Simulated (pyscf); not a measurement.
Structures and frequencies: ωB97X-D3(BJ)/def2-SVP in PySCF. Correlated levels are frozen-core, on RHF or UHF. ΔMP2 is the change of the MP2 total energy from the triple- to the quadruple-zeta basis.

**Question.** How much does it cost (ΔH, 298 K, CCSD(T)/def2-TZVPP + ΔMP2(QZVPP)) to split H₂N–SiH(NH₂)–SH (SMILES N[SiH](N)S) at its S–Si bond into H₂N–SiH•–NH₂ + SH•?

**Answer.** S–Si to H₂N–SiH•–NH₂ + SH•: 394.9 kJ/mol. Other isomers of H₂N–SiH•–NH₂ were not searched in full and may lie lower. The CCSD(T) − MP2 part came from Ansatz, without density fitting, on the same reference. Left out: the spin-orbit lowering of SH.
